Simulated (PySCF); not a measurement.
# Li···HO-···Li: magnetic exchange

What do calculations give for the magnetic exchange of Li···HO-···Li?

Programs: PySCF 2.14.0, with routines of our own; each step states its level. All values are computed. Atoms count from 0.

## Step 1: The starting structure

4 atoms, charge -1, high-spin multiplicity 3; geometry from: GFN2-xTB fragments, placed rigidly.

The system (radical pair across a spacer): Li···HO-···Li. The radical centres are 6.01 Å apart; the spin sites are atom 0 (1 unpaired) and atom 1 (1 unpaired).

## Step 2: Magnetic exchange: CASSCF and SC-NEVPT2/def2-TZVP (2,2)

Job settings and geometry (Å):

```
{"job": {"kind": "cas", "basis": "def2-TZVP", "active": "magnetic", "zfs": true}, "charge": -1, "high_spin_multiplicity": 3, "spin_sites": [[[0], 1], [[1], 1]]}
Li     0.000000     0.000000    -3.007000
Li     0.000000     0.000000     3.007000
O      0.489400     0.000000     0.000000
H     -0.489400    -0.000000    -0.000000
```

With the program's defaults for keys left out, this is: CASSCF and SC-NEVPT2/def2-TZVP spin states, gas phase.

On the command line:

```console
$ OMP_NUM_THREADS=1 python exch_run.py task.json out
```

This one command runs all jobs of the session in turn.

The program printed:

```text
start orbitals: natural orbitals of the high-spin HF determinant (converged)
active space: 2 electrons in 2 orbitals, 7 closed; orbitals optimised for multiplicities 3 1
macro   0  E = -90.3399674599  dE =  0.000e+00  |g| = 2.519e-03
macro   1  E = -90.3399715600  dE = -4.100e-06  |g| = 5.557e-04
macro   2  E = -90.3399717369  dE = -1.769e-07  |g| = 3.155e-04
macro   3  E = -90.3399717435  dE = -6.620e-09  |g| = 2.360e-04
CASSCF converged, mean energy = -90.3399717435
2S+1 = 3  root 0  E(CAS) = -90.33995507  E(NEVPT2) = -90.67187789  occupations 1.000 1.000
2S+1 = 1  root 0  E(CAS) = -90.33998841  E(NEVPT2) = -90.67197477  occupations 1.049 0.951
2S+1 = 1  root 1  E(CAS) = -90.16707285  E(NEVPT2) = -90.56185786  occupations 1.000 1.000
2S+1 = 1  root 2  E(CAS) = -90.16689840  E(NEVPT2) = -90.56174569  occupations 1.049 0.951
D(spin-spin) = -0.0049 cm-1, E/D = 0.001
D(spin-orbit) = 0.0000 cm-1, D(total) = -0.0049 cm-1, E/D = 0.001
```

It took 1.3 s on 1 thread of Arm Neoverse N1, shared host.

Key values:

```
                   quantity          value
                 J (CASSCF)        -4 cm⁻¹
                 J (NEVPT2)       -11 cm⁻¹
low less high spin (NEVPT2)  -0.1 kcal/mol
         diradical index y0           0.95
               zero-field D    -0.005 cm⁻¹
```

Mulliken spin populations of the high-spin state:

```
atom  value (e)
 Li0       1.00
 Li1       1.00
  O2       0.01
  H3       0.00
```

Orbitals, density, ELF and potential are computed afterwards from the orbital file.

The spin density lies nearest to Li0, Li1 about 49 % each.

## Step 3: Magnetic exchange: HF/def2-TZVP

Job settings and geometry (Å):

```
{"job": {"kind": "bs", "xc": "HF", "basis": "def2-TZVP", "rks": true}, "charge": -1, "high_spin_multiplicity": 3, "spin_sites": [[[0], 1], [[1], 1]]}
Li     0.000000     0.000000    -3.007000
Li     0.000000     0.000000     3.007000
O      0.489400     0.000000     0.000000
H     -0.489400    -0.000000    -0.000000
```

Method: HF/def2-TZVP high-spin, broken-symmetry and restricted single points, gas phase.

The program printed:

```text
high-spin state, multiplicity 3
final grid: 38280 points
cycle   1  E = -90.1766012130  dE = -3.243e-01  |g| = 5.387e-01  |ddm| = 1.024e+00
cycle   2  E = -90.2078538786  dE = -3.125e-02  |g| = 5.610e-01  |ddm| = 7.884e-01
cycle   3  E = -90.3335093261  dE = -1.257e-01  |g| = 3.498e-02  |ddm| = 3.547e-01
cycle   4  E = -90.3383775482  dE = -4.868e-03  |g| = 1.671e-02  |ddm| = 1.476e-01
cycle   5  E = -90.3398945958  dE = -1.517e-03  |g| = 5.102e-03  |ddm| = 1.170e-01
cycle   6  E = -90.3400102746  dE = -1.157e-04  |g| = 9.068e-04  |ddm| = 4.049e-02
cycle   7  E = -90.3400126497  dE = -2.375e-06  |g| = 3.601e-04  |ddm| = 5.719e-03
cycle   8  E = -90.3400129287  dE = -2.790e-07  |g| = 1.871e-04  |ddm| = 1.315e-03
cycle   9  E = -90.3400130536  dE = -1.249e-07  |g| = 8.330e-05  |ddm| = 7.371e-04
cycle  10  E = -90.3400130799  dE = -2.631e-08  |g| = 3.981e-05  |ddm| = 3.552e-04
cycle  11  E = -90.3400130866  dE = -6.735e-09  |g| = 1.385e-05  |ddm| = 1.664e-04
converged SCF energy = -90.3400130866

broken-symmetry state, M_S = 0, start: spins of the second site flipped
final grid: 38280 points
cycle   1  E = -90.3400164175  dE = -9.698e-05  |g| = 3.148e-03  |ddm| = 2.118e-02
cycle   2  E = -90.3400268032  dE = -1.039e-05  |g| = 1.201e-03  |ddm| = 6.859e-03
cycle   3  E = -90.3400291314  dE = -2.328e-06  |g| = 4.170e-04  |ddm| = 3.714e-03
cycle   4  E = -90.3400297116  dE = -5.802e-07  |g| = 2.065e-04  |ddm| = 1.398e-03
cycle   5  E = -90.3400298011  dE = -8.947e-08  |g| = 8.783e-05  |ddm| = 4.921e-04
cycle   6  E = -90.3400298201  dE = -1.902e-08  |g| = 1.731e-05  |ddm| = 2.985e-04
cycle   7  E = -90.3400298209  dE = -7.727e-10  |g| = 4.136e-06  |ddm| = 6.993e-05
converged SCF energy = -90.3400298209

<S^2> high spin = 2.0002, broken symmetry = 0.9997
E(HS) - E(BS) = 3.67 cm-1
J_noodleman = -3.67 cm-1
J_unprojected = -1.84 cm-1
J_yamaguchi = -3.67 cm-1

restricted closed-shell singlet
final grid: 38280 points
cycle   1  E = -90.2680229694  dE = -1.047e-02  |g| = 2.544e-02  |ddm| = 7.069e-01
cycle   2  E = -90.2695057716  dE = -1.483e-03  |g| = 1.350e-02  |ddm| = 2.369e-01
cycle   3  E = -90.2698528673  dE = -3.471e-04  |g| = 6.540e-03  |ddm| = 1.097e-01
cycle   4  E = -90.2698997663  dE = -4.690e-05  |g| = 3.997e-03  |ddm| = 2.176e-02
cycle   5  E = -90.2699187163  dE = -1.895e-05  |g| = 7.980e-04  |ddm| = 2.089e-02
cycle   6  E = -90.2699197570  dE = -1.041e-06  |g| = 1.273e-04  |ddm| = 4.303e-03
cycle   7  E = -90.2699197803  dE = -2.331e-08  |g| = 3.727e-05  |ddm| = 5.895e-04
cycle   8  E = -90.2699197814  dE = -1.163e-09  |g| = 6.242e-06  |ddm| = 2.258e-04
converged SCF energy = -90.2699197814
```

It took 0.6 s on 1 thread of Arm Neoverse N1, shared host.

In short:

```
                                                                           quantity          value
                                                                      J (Yamaguchi)        -4 cm⁻¹
                                                      low less high spin, projected   0.0 kcal/mol
closed shell less high spin (no spin gap: the broken-symmetry state lies far lower)  44.0 kcal/mol
```

## Step 4: Magnetic exchange: CAM-B3LYP/def2-TZVP

Job settings and geometry (Å):

```
{"job": {"kind": "bs", "xc": "CAM-B3LYP", "grid": 1, "basis": "def2-TZVP", "rks": true}, "charge": -1, "high_spin_multiplicity": 3, "spin_sites": [[[0], 1], [[1], 1]]}
Li     0.000000     0.000000    -3.007000
Li     0.000000     0.000000     3.007000
O      0.489400     0.000000     0.000000
H     -0.489400    -0.000000    -0.000000
```

Level: CAM-B3LYP/def2-TZVP high-spin, broken-symmetry and restricted single points, gas phase.

The program printed:

```text
high-spin state, multiplicity 3
final grid: 17824 points
cycle   1  E = -90.8116935381  dE = -1.298e-02  |g| = 1.760e-02  |ddm| = 1.701e-01
cycle   2  E = -90.8119283256  dE = -2.348e-04  |g| = 1.165e-02  |ddm| = 3.926e-02
cycle   3  E = -90.8119745251  dE = -4.620e-05  |g| = 1.081e-02  |ddm| = 1.485e-02
cycle   4  E = -90.8120276146  dE = -5.309e-05  |g| = 1.593e-03  |ddm| = 9.400e-03
cycle   5  E = -90.8120367044  dE = -9.090e-06  |g| = 4.347e-04  |ddm| = 8.479e-03
cycle   6  E = -90.8120375552  dE = -8.509e-07  |g| = 1.405e-04  |ddm| = 2.463e-03
cycle   7  E = -90.8120376339  dE = -7.863e-08  |g| = 3.979e-05  |ddm| = 6.965e-04
cycle   8  E = -90.8120376377  dE = -3.791e-09  |g| = 1.041e-05  |ddm| = 1.332e-04
converged SCF energy = -90.8120376377

broken-symmetry state, M_S = 0, start: spins of the second site flipped
final grid: 17824 points
cycle   1  E = -90.8122426944  dE = -2.867e-04  |g| = 2.800e-03  |ddm| = 4.194e-02
cycle   2  E = -90.8122832003  dE = -4.051e-05  |g| = 1.373e-03  |ddm| = 1.555e-02
cycle   3  E = -90.8122919917  dE = -8.791e-06  |g| = 1.755e-03  |ddm| = 7.981e-03
cycle   4  E = -90.8122942765  dE = -2.285e-06  |g| = 3.251e-04  |ddm| = 2.727e-03
cycle   5  E = -90.8122948165  dE = -5.399e-07  |g| = 4.661e-05  |ddm| = 1.945e-03
cycle   6  E = -90.8122948278  dE = -1.137e-08  |g| = 1.331e-05  |ddm| = 3.757e-04
cycle   7  E = -90.8122948281  dE = -3.151e-10  |g| = 4.191e-06  |ddm| = 5.072e-05
converged SCF energy = -90.8122948281

<S^2> high spin = 2.0009, broken symmetry = 0.9959
E(HS) - E(BS) = 56.45 cm-1
J_noodleman = -56.45 cm-1
J_unprojected = -28.22 cm-1
J_yamaguchi = -56.16 cm-1

restricted closed-shell singlet
final grid: 17824 points
cycle   1  E = -90.7766978673  dE = -4.907e-03  |g| = 2.847e-02  |ddm| = 4.750e-01
cycle   2  E = -90.7768238302  dE = -1.260e-04  |g| = 5.853e-02  |ddm| = 1.165e-01
cycle   3  E = -90.7774338474  dE = -6.100e-04  |g| = 8.141e-03  |ddm| = 2.901e-02
cycle   4  E = -90.7775243905  dE = -9.054e-05  |g| = 1.976e-03  |ddm| = 3.986e-02
cycle   5  E = -90.7775290933  dE = -4.703e-06  |g| = 2.321e-04  |ddm| = 9.139e-03
cycle   6  E = -90.7775292128  dE = -1.195e-07  |g| = 6.502e-05  |ddm| = 1.572e-03
cycle   7  E = -90.7775292201  dE = -7.287e-09  |g| = 1.463e-05  |ddm| = 3.111e-04
converged SCF energy = -90.7775292201
```

Wall time 3.3 s (1 thread of Arm Neoverse N1, shared host); peak memory 0.24 GiB.

From this job:

```
                                                                           quantity          value
                                                                      J (Yamaguchi)       -56 cm⁻¹
                                                      low less high spin, projected  -0.3 kcal/mol
closed shell less high spin (no spin gap: the broken-symmetry state lies far lower)  21.7 kcal/mol
```

## Step 5: Magnetic exchange: CASSCF and SC-NEVPT2/def2-TZVP, X2C (2,2)

Job settings and geometry (Å):

```
{"job": {"kind": "cas", "basis": "def2-TZVP", "active": "natural", "max": 4, "thr": 0.008, "zfs": false, "x2c": true}, "charge": -1, "high_spin_multiplicity": 3, "spin_sites": [[[0], 1], [[1], 1]]}
Li     0.000000     0.000000    -3.007000
Li     0.000000     0.000000     3.007000
O      0.489400     0.000000     0.000000
H     -0.489400    -0.000000    -0.000000
```

With the program's defaults for keys left out, this is: CASSCF and SC-NEVPT2/def2-TZVP spin states, scalar X2C, gas phase.

The program printed:

```text
start orbitals: natural orbitals of the high-spin HF determinant (converged)
active space: 2 electrons in 2 orbitals, 7 closed; orbitals optimised for multiplicities 3 1
macro   0  E = -90.3904481924  dE =  0.000e+00  |g| = 2.525e-03
macro   1  E = -90.3904523093  dE = -4.117e-06  |g| = 5.577e-04
macro   2  E = -90.3904524872  dE = -1.780e-07  |g| = 3.175e-04
macro   3  E = -90.3904524939  dE = -6.687e-09  |g| = 2.375e-04
CASSCF converged, mean energy = -90.3904524939
2S+1 = 3  root 0  E(CAS) = -90.39043569  E(NEVPT2) = -90.72260829  occupations 1.000 1.000
2S+1 = 1  root 0  E(CAS) = -90.39046930  E(NEVPT2) = -90.72270578  occupations 1.049 0.951
```

It took 0.7 s on 1 thread of Arm Neoverse N1, shared host; peak memory 0.24 GiB.

Key values:

```
                   quantity          value
                 J (CASSCF)        -4 cm⁻¹
                 J (NEVPT2)       -11 cm⁻¹
low less high spin (NEVPT2)  -0.1 kcal/mol
         diradical index y0           0.95
```

## Step 6: Magnetic exchange: HF/def2-TZVP, other SCF options

Job settings and geometry (Å):

```
{"job": {"kind": "bs", "xc": "HF", "basis": "def2-TZVP", "rks": true, "scf": {"max_cycle": 56}}, "charge": -1, "high_spin_multiplicity": 3, "spin_sites": [[[0], 1], [[1], 1]]}
Li     0.000000     0.000000    -1.591304
Li     0.000000     0.000000     1.591304
O      0.258990     0.000000     0.000000
H     -0.258990    -0.000000    -0.000000
```

With the program's defaults for keys left out, this is: HF/def2-TZVP high-spin, broken-symmetry and restricted single points, gas phase.

The program printed:

```text
high-spin state, multiplicity 3
final grid: 38280 points
cycle   1  E = -89.5911971424  dE =  7.203e-01  |g| = 6.298e-01  |ddm| = 1.792e+00
cycle   2  E = -89.7007551547  dE = -1.096e-01  |g| = 4.169e-01  |ddm| = 8.074e-01
cycle   3  E = -89.7556209233  dE = -5.487e-02  |g| = 3.068e-02  |ddm| = 2.450e-01
cycle   4  E = -89.7582621379  dE = -2.641e-03  |g| = 8.350e-03  |ddm| = 2.256e-01
cycle   5  E = -89.7585771887  dE = -3.151e-04  |g| = 2.286e-03  |ddm| = 1.072e-01
cycle   6  E = -89.7586031957  dE = -2.601e-05  |g| = 6.300e-04  |ddm| = 3.901e-02
cycle   7  E = -89.7586049587  dE = -1.763e-06  |g| = 2.286e-04  |ddm| = 1.211e-02
cycle   8  E = -89.7586051294  dE = -1.707e-07  |g| = 7.735e-05  |ddm| = 4.650e-03
cycle   9  E = -89.7586051410  dE = -1.160e-08  |g| = 2.964e-05  |ddm| = 9.791e-04
cycle  10  E = -89.7586051428  dE = -1.750e-09  |g| = 8.456e-06  |ddm| = 1.086e-04
converged SCF energy = -89.7586051428

broken-symmetry state, M_S = 0, start: spins of the second site flipped
final grid: 38280 points
cycle   1  E = -89.7588679765  dE = -1.069e-03  |g| = 5.357e-03  |ddm| = 1.412e-01
cycle   2  E = -89.7590337984  dE = -1.658e-04  |g| = 2.231e-03  |ddm| = 6.015e-02
cycle   3  E = -89.7590736753  dE = -3.988e-05  |g| = 4.491e-04  |ddm| = 4.507e-02
cycle   4  E = -89.7590751889  dE = -1.514e-06  |g| = 1.119e-04  |ddm| = 8.849e-03
cycle   5  E = -89.7590752473  dE = -5.839e-08  |g| = 5.163e-05  |ddm| = 1.713e-03
cycle   6  E = -89.7590752544  dE = -7.168e-09  |g| = 1.191e-05  |ddm| = 7.560e-04
converged SCF energy = -89.7590752544

<S^2> high spin = 2.0004, broken symmetry = 0.9821
E(HS) - E(BS) = 103.18 cm-1
J_noodleman = -103.18 cm-1
J_unprojected = -51.59 cm-1
J_yamaguchi = -101.32 cm-1

restricted closed-shell singlet
final grid: 38280 points
cycle   1  E = -89.7171900978  dE = -7.849e-03  |g| = 2.279e-02  |ddm| = 6.436e-01
cycle   2  E = -89.7182711086  dE = -1.081e-03  |g| = 9.363e-03  |ddm| = 2.483e-01
cycle   3  E = -89.7184552448  dE = -1.841e-04  |g| = 8.597e-04  |ddm| = 1.574e-01
cycle   4  E = -89.7184555426  dE = -2.978e-07  |g| = 3.554e-04  |ddm| = 3.532e-03
cycle   5  E = -89.7184555797  dE = -3.712e-08  |g| = 9.668e-05  |ddm| = 1.135e-03
cycle   6  E = -89.7184555833  dE = -3.592e-09  |g| = 1.928e-05  |ddm| = 2.237e-04
converged SCF energy = -89.7184555833
```

Run time: 0.9 s. Hardware: 1 thread of Arm Neoverse N1, shared host; peak memory 0.24 GiB.

**Diagnosis.** The input is at fault (coordinates in angstrom read as bohr), so its values are no properties of the molecule.

## Step 7: The levels compared

J for H = −2J S1·S2; the gap is low spin less high spin (projected; unprojected where the broken-symmetry state collapsed; or NEVPT2):

```
step                                      level  geometry  J (cm⁻¹)  gap (kcal/mol)   time
   2       CASSCF and SC-NEVPT2/def2-TZVP (2,2)       one       -11            -0.1  1.3 s
   3                               HF/def2-TZVP       one        -4             0.0  0.6 s
   4                        CAM-B3LYP/def2-TZVP       one       -56            -0.3  3.3 s
   5  CASSCF and SC-NEVPT2/def2-TZVP, X2C (2,2)       one       -11            -0.1  0.7 s
```

CASSCF times leave out a start SCF that an earlier step had already made.

## Step 8: Summary of results

| quantity | value |
| --- | --- |
| J (CASSCF) (step 2, CASSCF and SC-NEVPT2/def2-TZVP (2,2)) | -4 cm⁻¹ |
| J (NEVPT2) (step 2, CASSCF and SC-NEVPT2/def2-TZVP (2,2)) | -11 cm⁻¹ |
| low less high spin (NEVPT2) (step 2, CASSCF and SC-NEVPT2/def2-TZVP (2,2)) | -0.1 kcal/mol |
| diradical index y0 (step 2, CASSCF and SC-NEVPT2/def2-TZVP (2,2)) | 0.95 |
| J | -56 (CAM-B3LYP/def2-TZVP) to -4 cm⁻¹ (HF/def2-TZVP) |
| runs | 0 failed, 1 ended on unsound input |

In words: The levels with a meaningful J put the low-spin state lower (antiferromagnetic coupling), from -56 to -4 cm⁻¹. The functionals give up to 5 times the NEVPT2 value: they tend to spread the spin over bridges and ligands, while a small active space tends to give too little.
